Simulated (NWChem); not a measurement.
System: methanol (CH₄O); SMILES OC

NWChem input:

```
start job
memory heap 200 mb stack 900 mb global 1100 mb
geometry units angstroms noautosym nocenter noautoz
  C     -0.008646    -0.653372     0.000000
  O     -0.088605     0.753386     0.000000
  H      0.498838    -1.043144    -0.891172
  H     -1.031349    -1.031536     0.000000
  H      0.498838    -1.043144     0.891172
  H      0.802500     1.108225     0.000000
end
basis spherical
  C library def2-svp
  O library def2-svp
  H library def2-svp
end
dft
  xc m06-2x
  iterations 150
end
cosmo
  do_cosmo_smd true
  solvent water
end
task dft energy
```

Geometry: optimised at PBE0-D3(BJ)/def2-TZVP. Solvent: water.

Level: M06-2X/def2-SVP with SMD (1 M gas to 1 M solution), gas-phase geometry.

Predict the main results of this run. (M06-2X/def2-SVP, SMD on the gas-phase geometry.) Quantities: solvation free energy (kcal/mol); cavity-dispersion-structure term (kcal/mol); dipole in solution (D).


```json
{
  "solvation free energy (kcal/mol)": "-4.3",
  "cavity-dispersion-structure term (kcal/mol)": "2.5",
  "dipole in solution (D)": "2.15"
}
```
